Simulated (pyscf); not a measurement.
# Hydrogen abstraction: O=SiH–OH + H• → [O=Si–OH]• + H₂

Gas phase, doublet surface, charge 0. Bonds broken: Si2–H5. Bonds formed: H4–H5. Structures and frequencies: ωB97X-D3(BJ)/def2-SVP in PySCF.

Transition state (Å):

```xyz
6

O      0.3943    -0.2312     1.8139
Si    -0.5841    -0.1395     0.6465
O     -0.3157     0.5163    -0.8320
H     -3.2369    -0.9976     0.4010
H     -2.0565    -0.6370     0.5689
H      0.5622     0.8898    -0.9878
```

One imaginary mode, 1079i cm⁻¹; descent along it reached the two sides named.

| bond | change | reactant side (Å) | saddle | product side |
|---|---|---|---|---|
| Si2–H5 | breaks | 1.473 | 1.556 | 3.2 |
| H4–H5 | forms | 3.4 | 1.246 | 0.761 |

Electronic energies relative to the separated reactants (eV):

```csv
level,barrier,reaction energy,reverse barrier
ωB97X-D3(BJ)/def2-TZVP,0.22,-0.60,0.82
PBE/def2-TZVP,-0.01,-0.80,0.79
r²SCAN/def2-TZVP,-0.04,-0.82,0.77
B3LYP-D3(BJ)/def2-TZVP,0.01,-0.82,0.83
PBE0-D3(BJ)/def2-TZVP,0.09,-0.67,0.75
M06-2X/def2-TZVP,0.26,-0.75,1.01
ωB97M-D3(BJ)/def2-TZVP,0.22,-0.65,0.87
HF/def2-TZVP,0.57,-0.30,0.87
```

With ωB97M-D3(BJ)/def2-TZVP energies and thermal terms (ideal gas, 1 atm, RRHO with modes under 100 cm⁻¹ raised to 100, one conformer, R ln 2 for chiral ones without a mode under 150 cm⁻¹), in eV:

| T (K) | ΔH‡ | ΔG‡ | ΔH | ΔG |
|---|---|---|---|---|
| 298 | 0.16 | 0.43 | -0.62 | -0.68 |
| 600 | 0.15 | 0.72 | -0.62 | -0.75 |
| 900 | 0.14 | 1.00 | -0.64 | -0.81 |
| 1200 | 0.13 | 1.29 | -0.66 | -0.86 |

At PBE, r²SCAN this geometry lies under the reactants; that is no barrier but a single point on another level's saddle; such a level's own saddle, if it has one, lies nearer that side and is low. This saddle turned up in a search for another step; its sides and bond changes are read from the two ends of the descent. O=SiH–OH lies 0.43 eV over its isomer HO–Si:–OH [singlet] (electronic energy, ωB97M-D3(BJ)/def2-TZVP). One saddle was located; it need not be the lowest between these sides. The angle at the transferred H is 175°.
